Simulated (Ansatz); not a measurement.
# O2: the cost of one run

Computed with Ansatz 0.2.0 (the levels named in each step, unless a step's input says otherwise).

### 1 The starting structure

Bond lengths: O1–O2 1.210 Å.

Coordinates:

```xyz
2

O     0.0000    0.0000    0.0000
O     0.0000    0.0000    1.2098
```

### 2 A rough first relaxation, PBE-D4/def2-SVPD

The input, input.yaml:

```yaml
crystal:
  periodic: [false, false, false]
  atoms:
    - { symbol: O, position_ang: [0.0, 0.0, 0.0] }
    - { symbol: O, position_ang: [0.0, 0.0, 1.20982] }
magnetization:
  spin_polarized: true
  initial_magnetization: 3
total_charge: -1
basis:
  gaussian: { orbitals: def2-SVPD }
hamiltonian:
  xc: pbe
  dispersion: d4
relax:
  f_tol: 0.03
  max_steps: 200
```

Launch:

```bash
ansatz run input.yaml --threads 2 --pin off --max-ram 5120MiB --backend cpu --events-out ev --progress --plain --runs-dir out
```

**Question.** How long does this run take on 2 threads of Arm Neoverse N1, shared host, and how much memory does it need?

About 7.1 s, with a peak of 0.086 GiB.
